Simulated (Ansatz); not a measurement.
# CHOSi+ (triplet): from Hartree-Fock to the top rungs, cc-pVDZ

The task here is to estimate one member of a computed series from the others.

Method: cc-pVDZ, core rule «outside noble gas», up to 7 orbitals frozen; program: Ansatz 0.2.0, Gaussian basis.

The runs, in order: UHF; CCSD(T) on ROHF; CCSD(T) on UHF; BCCD(T) on ROHF; CISD as a restricted active space (open shells left free, so some higher excitations enter); CCSDT(Q) on ROHF; CCSDT(Q) on UHF; CASSCF and NEVPT2, 10 electrons in 10 orbitals.

21 further runs of the same task are left out: 10 that didn't finish, 11 set aside as unsound or not needed. Runs told in other sessions of the task aren't counted.

## What is computed

The geometry is a PBE0/def2-TZVP stationary point (not a proven minimum) of the parent state, kept for this charge and spin.

4 atoms, charge 1, spin multiplicity 3.

Atoms are counted from 1 here; the program's logs count them from 0.

Bond lengths: C1–O2 1.286 Å, C1–H4 1.089 Å, O2–Si3 1.707 Å. Angles: O2–C1–H4 123.9°, C1–O2–Si3 134.6°.

Set-up of the first run:

in.yaml

```yaml
crystal:
  periodic: [false, false, false]
  atoms:
    - {symbol: C, position_ang: [0.000000, -0.310298, 1.646633]}
    - {symbol: O, position_ang: [0.000000, 0.351816, 0.544141]}
    - {symbol: Si, position_ang: [0.000000, -0.073198, -1.108628]}
    - {symbol: H, position_ang: [0.000000, 0.152652, 2.632314]}
basis:
  gaussian: {orbitals: cc-pVDZ}
total_charge: 1
magnetization: {spin_polarized: true, initial_magnetization: 2}
hamiltonian: {xc: hf}
output: {orbitals: {seedname: orbitals}}
```

On the command line:

```sh
> ansatz run in.yaml --threads 1 --pin off --events-out ev --progress --plain --max-ram 2393MiB
```

Steps of the session up to this table: UHF; CCSD(T) on ROHF; CCSD(T) on UHF; BCCD(T) on ROHF; CISD as a restricted active space (open shells left free, so some higher excitations enter); CCSDT(Q) on ROHF; CCSDT(Q) on UHF; CASSCF and NEVPT2, 10 electrons in 10 orbitals.

One of the session's tables, all rows but one given; the rest of the session is left out.

It belongs to the step «Misses and costs». 

```
   method  from UCCSDT(Q) (meV)
     ROHF              +10525.9
      UHF              +10332.3
     RMP2               +1384.9
     UMP2               +1278.9
     CISD               +1598.5
    RCCSD                +479.8
    UCCSD                     ?
 RCCSD(T)                 +98.2
 UCCSD(T)                 +91.2
  BCCD(T)                 +81.1
   RCCSDT                 +43.5
   UCCSDT                 +41.9
RCCSDT(Q)                 +14.3
UCCSDT(Q)                     0
```

Estimate the missing values for UCCSD.

**Answer.** from UCCSDT(Q) (meV): +451.8. In the column «from UCCSDT(Q) (meV)» it lies between RCCSD(T) (+98.2) and RCCSD (+479.8).

Left out of the table: CASSCF frontier, NEVPT2 frontier (the active space lost an orbital or holds another state than full CI finds).

Caveats from the session: Restricted and unrestricted rows rest on different reference determinants; a gap between their highest levels can come from leftover correlation error, from unlike frozen cores or from another state. Warnings in the runs' records: passed over end.
